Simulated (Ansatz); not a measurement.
# FHO2S: the cost of one run

Computed with Ansatz 0.2.0, Gaussian basis. Level: Hartree-Fock/def2-SVP.

116 further runs of the same task are left out: 116 set aside as unsound or not needed.

## Step 1: Where the work starts

The start, a pair relaxed at PBE0-D4: SMILES `F.O=S=O`, 5 atoms, charge 0, spin multiplicity 1.

Atoms are counted from 1 here; the program's logs count them from 0.

Bond lengths: F1–H2 0.929 Å, O3–S4 1.439 Å, S4–O5 1.427 Å. Angles: O3–S4–O5 117.8°.

Coordinates:

```tsv
atom	x (Å)	y (Å)	z (Å)
F1	-0.6305	0.1692	-2.3358
H2	-0.5430	0.4172	-1.4451
O3	-0.1523	0.4822	0.3564
S4	0.5310	-0.5994	1.0142
O5	0.7947	-0.4692	2.4104
```

## Step 2: Dynamics

Input file md/in.yaml:

```yaml
crystal:
  periodic: [false, false, false]
  atoms:
    - {symbol: F, position_ang: [-0.630546, 0.169189, -2.335814]}
    - {symbol: H, position_ang: [-0.542957, 0.417229, -1.445092]}
    - {symbol: O, position_ang: [-0.152348, 0.482239, 0.356368]}
    - {symbol: S, position_ang: [0.531038, -0.599436, 1.014188]}
    - {symbol: O, position_ang: [0.794714, -0.469221, 2.410350]}
basis:
  gaussian: {orbitals: def2-SVP}
hamiltonian: {xc: hf}
md: {n_steps: 80, timestep: 0.5, temperature: 200, ensemble: nvt_nose_hoover, seed: 175, initial_velocities: maxwell_boltzmann}
```

Run with:

```
$ ansatz run in.yaml --threads 2 --pin off --events-out ev --progress --plain --max-ram 5222MiB
```

**Question.** How long does this run take on 2 threads of Intel Xeon 6975P-C, shared host?

About 18 s.
